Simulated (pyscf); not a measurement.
H₂N–SiH(NH₂)–NH₂ + H₂O → H₂N–Si(NH₂)(NH₂)–OH + H₂ (four-centre exchange; singlet surface; H–Si, H–O broken, O–Si, H–H formed). Single points on ωB97X-D3(BJ)/def2-SVP structures (PySCF, gas phase). Rate constants from transition-state theory, ωB97M-D3(BJ)/def2-TZVP energies (ideal gas, 1 atm, RRHO with modes under 100 cm⁻¹ raised to 100, one conformer, R ln 2 for rigid chiral ones; no tunnelling), k in cm³ molecule⁻¹ s⁻¹.

```csv
T (K),1000/T,log10 k
298,3.354,-34.23
600,1.667,-23.80
900,1.111,?
1200,0.833,-18.23
```

Problem. Fit an Arrhenius line to the three values, give the activation energy, and predict k at 900 K.

Solution. Least squares gives log10 k = -13.08 − 6.32 × 1000/T, so Ea = 6.32 × ln 10 × 1.987 = 28.9 kcal/mol, against an electronic barrier of 28.3. At 900 K the line gives -20.10; the computed value is -20.16 (ΔG‡ = 59.8 kcal/mol), close to the line. On the reactant side the descent ends in a complex (not fully relaxed), 4.3 kcal/mol under the separated species and 33.4 kcal/mol under the saddle at ωB97X-D3(BJ)/def2-TZVP. One saddle was located; it need not be the lowest between these sides.
